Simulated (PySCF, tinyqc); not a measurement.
Worked calculation: RKS/BP86 in the sto-3g basis, for CH2, spin multiplicity 1. The lowest restricted solution is unstable here: a spin-polarised one lies 0.0158 hartree lower (PySCF). One step of it, computed by the program tinyqc.

Task: Iteration 2: diagonalisation and new density. Diagonalise F' = X^T F X, C = X C', fill 4 alpha and 4 beta electrons from the bottom; D = 2 C_occ C_occ^T. Each column has its largest component positive (the first on a tie).

Kohn-Sham matrix F (hartree), lower triangle:
```
,1C 1s,1C 2s,1C 2px,1C 2py,1C 2pz,2H 1s,3H 1s
1C 1s,-10.021966
1C 2s,-2.729973,-1.293258
1C 2px,0.000000,0.000000,-0.229896
1C 2py,-0.002012,-0.017434,0.000000,-0.267438
1C 2pz,-0.012917,-0.066757,0.000000,-0.005605,-0.240965
2H 1s,-0.539770,-0.476703,0.000000,-0.217602,-0.174804,-0.259554
3H 1s,-0.458205,-0.414808,0.000000,0.186027,-0.155238,-0.129154,-0.176042
```

X:
```
,1,2,3,4,5,6,7
1C 1s,-0.309805,0.071808,0.760428,0.000000,-0.604482,-0.012916,0.179637
1C 2s,1.081537,-0.176109,-0.355350,0.000000,-0.320455,-0.023504,0.440672
1C 2px,0.000000,0.000000,0.000000,1.000000,0.000000,0.000000,0.000000
1C 2py,0.203581,0.943374,-0.004182,0.000000,0.006724,0.633719,0.028461
1C 2pz,0.583529,-0.095600,0.627927,0.000000,0.626851,-0.015532,0.233589
2H 1s,-0.924294,-0.634431,-0.164686,0.000000,0.135994,0.366061,0.392508
3H 1s,-0.574691,0.887353,-0.177710,0.000000,0.142935,-0.417297,0.348462
```

Give: F' = X^T F X; orbital energies; coefficients C; D after iteration 2.

Result:

F' = X^T F X (hartree), lower triangle:
```
,1,2,3,4,5,6,7
1,0.0837
2,0.0550,0.2348
3,0.7397,-0.2268,-4.3592
4,0.0000,0.0000,0.0000,-0.2299
5,-0.5935,0.2088,4.2802,0.0000,-4.7341
6,-0.0109,-0.0600,0.1226,0.0000,-0.1287,-0.3360
7,0.0905,-0.0542,-2.0456,0.0000,2.2342,0.0431,-1.6165
```

orbital energies (hartree): MO1 -10.0294, MO2 -0.6204, MO3 -0.3406, MO4 -0.2537, MO5 -0.2299, MO6 0.2522, MO7 0.2645

coefficients C:
```
,MO1,MO2,MO3,MO4,MO5,MO6,MO7
1C 1s,0.9919,-0.2521,0.0294,0.0943,0.0000,0.0991,0.1009
1C 2s,0.0338,0.8667,-0.1232,-0.4174,0.0000,-0.5642,-0.6038
1C 2px,0.0000,0.0000,0.0000,0.0000,1.0000,0.0000,0.0000
1C 2py,0.0007,0.0506,0.7280,-0.0680,0.0000,0.5927,-0.6674
1C 2pz,0.0053,0.1528,0.0311,0.8486,0.0000,-0.4575,-0.4877
2H 1s,-0.0084,0.1713,0.3227,0.1797,0.0000,0.0386,1.1930
3H 1s,-0.0074,0.1119,-0.2902,0.1932,0.0000,1.1538,-0.0033
```

D after iteration 2, lower triangle:
```
,1C 1s,1C 2s,1C 2px,1C 2py,1C 2pz,2H 1s,3H 1s
1C 1s,2.1144
1C 2s,-0.4558,1.8832
1C 2px,0.0000,0.0000,0.0000
1C 2py,0.0059,-0.0350,0.0000,1.0745
1C 2pz,0.0953,-0.4507,0.0000,-0.0547,1.4890
2H 1s,-0.0501,0.0668,0.0000,0.4627,0.3773,0.3316
3H 1s,-0.0516,0.1037,0.0000,-0.4375,0.3439,-0.0794,0.2681
```
